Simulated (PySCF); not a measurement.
Species: C4H5N.
InChI=1S/C4H5N/c1-3-4-5-2/h1,4H,2H3/b5-4+

The closed-shell ground state was solved at several levels (PySCF, density fitting, gas phase, non-relativistic). Isolated species at its GFN2-xTB geometry, gas phase.

```
          level  basis functions  total energy (Eh)  HOMO (eV)  LUMO (eV)  gap (eV)  dipole (D)
  PBE0/pcSseg-1              110          -209.8024      -7.54      -1.22      6.32        1.42
B3LYP/def2-SVPD              140          -209.9444      -7.33      -1.54      5.79        1.36
```

Task: Estimate the row for B3LYP/pcJ-1, a basis of 185 functions; the other rows only guide the guess.

Result: Total energy -210.1002 Eh, HOMO -7.28 eV, LUMO -1.42 eV, gap 5.86 eV, dipole 1.38 D.

Task: Over all these levels, which gives the widest orbital gap and which the narrowest?

Result: PBE0/pcSseg-1 (global hybrid, 25 % exact exchange) has the widest, 6.32 eV, and B3LYP/def2-SVPD (global hybrid, 20 % exact exchange) the narrowest, 5.79 eV. Functional and basis both differ between the two, so the spread mixes both effects.

Task: How far do the dipole and the HOMO energy spread over the levels?

Result: The dipole runs from 1.36 to 1.42 D (mean 1.39 D) and the HOMO from -7.54 to -7.28 eV.
